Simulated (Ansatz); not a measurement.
# CH₅FSi: how energies converge with the basis set

The task here is to estimate one member of a computed series from the others.

The runs use Ansatz 0.2.0, Gaussian basis; one geometry, several basis sets.

Levels to be run: PBE0-D4/def2-SVP; ωB97M-V/def2-SVP; PBE0-D4/def2-QZVPP; ωB97M-V/def2-QZVPP; CCSD(T)/cc-pV(D+d)Z; CCSD(T)/cc-pV(T+d)Z; CCSD(T)/cc-pV(Q+d)Z; the functionals' def2-TZVPP values are taken from earlier runs.

### Structure used throughout

The geometry comes from an earlier relaxation with PBE0-D4 in a triple-zeta def2 set; it is a stationary point, not always the lowest conformer.

8 atoms, charge 0, spin multiplicity 1.

Atoms are counted from 1 here; the program's logs count them from 0.

Bond lengths: C1–Si2 1.853 Å, C1–H4 1.092 Å, C1–H5 1.094 Å, C1–H6 1.092 Å, Si2–F3 1.604 Å, Si2–H7 1.485 Å, Si2–H8 1.485 Å. Angles: Si2–C1–H4 111.0°, Si2–C1–H5 110.1°, Si2–C1–H6 111.1°, H4–C1–H5 108.1°, H4–C1–H6 108.4°, H5–C1–H6 108.1°, C1–Si2–F3 109.4°, C1–Si2–H7 111.5°, C1–Si2–H8 111.5°, F3–Si2–H7 107.3°, F3–Si2–H8 107.3°, H7–Si2–H8 109.7°.

Set-up of the first run:

Contents of in.yaml:

```yaml
crystal:
  periodic: [false, false, false]
  atoms:
    - {symbol: C, position_ang: [-0.521368, 0.700322, -0.437023]}
    - {symbol: Si, position_ang: [0.448405, -0.641987, 0.395191]}
    - {symbol: F, position_ang: [1.946493, -0.649558, -0.178754]}
    - {symbol: H, position_ang: [-0.562374, 0.542531, -1.517142]}
    - {symbol: H, position_ang: [-1.546705, 0.713199, -0.056522]}
    - {symbol: H, position_ang: [-0.077171, 1.680254, -0.248375]}
    - {symbol: H, position_ang: [0.538719, -0.420776, 1.860681]}
    - {symbol: H, position_ang: [-0.133701, -1.981185, 0.126044]}
basis:
  gaussian: {orbitals: def2-SVP}
hamiltonian: {xc: pbe0, dispersion: d4}
output: {orbitals: {seedname: orbitals}}
```

Command:

```console
> ansatz run in.yaml --threads 2 --pin off --events-out ev --progress --plain --max-ram 20480MiB --backend cpu
```

Steps of the session up to this table: PBE0-D4 in def2-SVP; ωB97M-V in def2-SVP; PBE0-D4 in def2-QZVPP; ωB97M-V in def2-QZVPP.

One table of the session follows, with a row left open; its other results are not shown here.

It belongs to the step «Density functionals: the series». 

| functional | basis | HOMO (eV) | LUMO (eV) |
| --- | --- | --- | --- |
| PBE0-D4 | def2-SVP | -9.19 | 1.09 |
| PBE0-D4 | def2-TZVPP | -9.24 | 0.49 |
| PBE0-D4 | def2-QZVPP | -9.25 | 0.28 |
| ωB97M-V | def2-SVP | -11.44 | 3.04 |
| ωB97M-V | def2-TZVPP | ? | ? |
| ωB97M-V | def2-QZVPP | -11.52 | 1.65 |

Q: Estimate the row for ωB97M-V, def2-TZVPP from the others.

**Answer.** HOMO (eV): -11.51; LUMO (eV): 2.17. In the column «HOMO (eV)» it lies between ωB97M-V, def2-QZVPP (-11.52) and ωB97M-V, def2-SVP (-11.44).
